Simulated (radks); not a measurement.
# P²⁺ in [Ne] 3s2 3p0.75 3d0.25: an all-electron calculation

An exercise on one series of results from a longer session: the logs are not shown, and one member is left open.

Method: scalar-relativistic Kohn-Sham, PBEsol, spin-polarised, spherical densities, point nucleus; open shells are filled with parallel spins first. Code: radks (a radial shooting solver on a logarithmic mesh, Libxc functionals) version 1.

## The atom as given

- element: phosphorus (Z = 15)
- charge: +2
- electrons: 13
- configuration: [Ne] 3s2 3p0.75 3d0.25

The first run:

Settings of this run:

```text
Z 15
configuration [Ne] 3s2 3p0.75 3d0.25
relativity scalar-relativistic
functional pbe_sol,pbe_sol
spin polarised
nucleus point
c 137.035999084
```

On the command line:

```sh
python run_ks.py task.json out
```

All runs below come from this command, one after another.

Among the steps run: Self-consistent calculation.

One table of the session follows, with a row left open; its other results are not shown here.

It belongs to the step «Orbitals and density». Sizes of the orbitals, from the radial functions (bohr):

| level | <r> | outermost maximum (interpolated) | 90 % within | nodes |
| --- | --- | --- | --- | --- |
| 1s up | 0.1037 | 0.0677 | 0.185 | 0 |
| 1s down | 0.1037 | 0.0677 | 0.185 | 0 |
| 2s up | 0.5197 | 0.419 | 0.816 | 1 |
| 2s down | 0.5195 | 0.419 | 0.816 | 1 |
| 2p up | 0.4844 | 0.354 | 0.810 | 0 |
| 2p down | ? | ? | ? | ? |
| 3s up | 1.739 | 1.51 | 2.59 | 2 |
| 3s down | 1.738 | 1.51 | 2.59 | 2 |
| 3p up | 1.956 | 1.67 | 2.96 | 1 |
| 3p down | 1.964 | 1.67 | 2.99 | 1 |
| 3d up | 2.597 | 2.09 | 4.11 | 0 |
| 3d down | 2.660 | 2.12 | 4.23 | 0 |

**Question.** Estimate the row for 2p down.

As computed: <r>: 0.4841; outermost maximum (interpolated): 0.354; 90 % within: 0.809; nodes: 0. In the column «<r>» it lies between 1s down (0.1037) and 2p up (0.4844).
